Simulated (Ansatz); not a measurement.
**SiPN (quintet): wave-function methods side by side, def2-QZVPP**

The task here is to estimate one member of a computed series from the others.

The runs use Ansatz 0.2.0, Gaussian basis; def2-QZVPP, core rule «outside noble gas», up to 11 orbitals frozen.

The runs, in order: UHF; ROHF; CCSD(T) on UHF.

2 further runs of the same task are left out: 2 set aside as unsound or not needed.

## The system

The geometry is a PBE0/def2-TZVP stationary point (not a proven minimum) of the parent state, kept for this charge and spin.

3 atoms, charge 0, spin multiplicity 5.

Atoms are counted from 1 here; the program's logs count them from 0.

Bond lengths: P1–N2 1.590 Å, N2–Si3 1.609 Å. Angles: P1–N2–Si3 180.0°.

The first run:

in.yaml reads:

```yaml
crystal:
  periodic: [false, false, false]
  atoms:
    - {symbol: P, position_ang: [0.000000, 0.000000, -1.596600]}
    - {symbol: N, position_ang: [0.000000, 0.000000, -0.006400]}
    - {symbol: Si, position_ang: [0.000000, 0.000000, 1.603000]}
basis:
  gaussian: {orbitals: "def2-QZVPP.json"}
magnetization: {spin_polarized: true, initial_magnetization: 4}
hamiltonian: {xc: hf}
output: {orbitals: {seedname: orbitals}}
```

On the command line:

```sh
$ ansatz run in.yaml --threads 1 --pin off --events-out ev --progress --plain --max-ram 2393MiB
```

Among the steps run: UHF; ROHF; CCSD(T) on UHF.

One table of the session follows, with a row left open; its other results are not shown here.

```
  method  from UCCSD(T) (meV)
    ROHF             +12199.4
     UHF             +11566.3
    UMP2              +1570.3
   UCCSD                    ?
UCCSD(T)                    0
```

**Question.** Estimate the row for UCCSD.

**Answer.** from UCCSD(T) (meV): +672.7. In the column «from UCCSD(T) (meV)» it lies between UCCSD(T) (0) and UMP2 (+1570.3).
